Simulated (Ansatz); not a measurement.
Energy needed to pull apart CHNO (SMILES N=C=O), closed shell, into free ground-state atoms, from the structure below (at a frame of a short PBE0-D4/def2-SVP trajectory); no zero-point or spin–orbit terms; open-shell atoms are treated unrestricted, in their ground-state multiplicity.

```xyz
4
angstrom
N 0.5583 -0.3265 -0.3329
C -0.4644 0.2008 0.0511
O -1.5384 0.5740 0.3602
H 1.5345 -0.3633 -0.2248
```

Computed with Ansatz 0.2.0 (basis: def2-TZVPP); correlated methods freeze the cores.

```json
{"method": "PBE-D4", "atomization energy (kcal/mol)": "463.2"}
{"method": "r2SCAN-D4", "atomization energy (kcal/mol)": "?"}
{"method": "PBE0-D4", "atomization energy (kcal/mol)": "437.3"}
{"method": "wB97M-V", "atomization energy (kcal/mol)": "?"}
{"method": "HF", "atomization energy (kcal/mol)": "263.5"}
{"method": "MP2", "atomization energy (kcal/mol)": "436.6"}
{"method": "CCSD", "atomization energy (kcal/mol)": "401.1"}
{"method": "CCSD(T)", "atomization energy (kcal/mol)": "414.8"}
```

Problem. What does r2SCAN-D4 give? (To be estimated.)

Solution. The calculation gives: 436.5 kcal/mol, which is about 21.7 kcal/mol more than CCSD(T)/def2-TZVPP.

Problem. What does wB97M-V give? (To be estimated.)

Solution. By the calculation: 435.1 kcal/mol, which is about 20.3 kcal/mol more than CCSD(T)/def2-TZVPP.

In triple zeta the MP2 and coupled-cluster atomization energies are still short of their basis limit by a few kcal/mol a bond, whereas those of the functionals are nearly converged, so these differences are not deviations from converged CCSD(T).

T1 diagnostic: at most 0.019.

For scale, one of the runs: CCSD(T)/def2-TZVPP forces, 107 basis functions, launched by `ansatz run in.yaml --threads 2 --pin off --events-out ev --progress --plain --max-ram 3481MiB`. Hardware: 2 CPU threads of an Intel Xeon, shared host. Wall time 45 s; peak host memory 0.63 GiB.
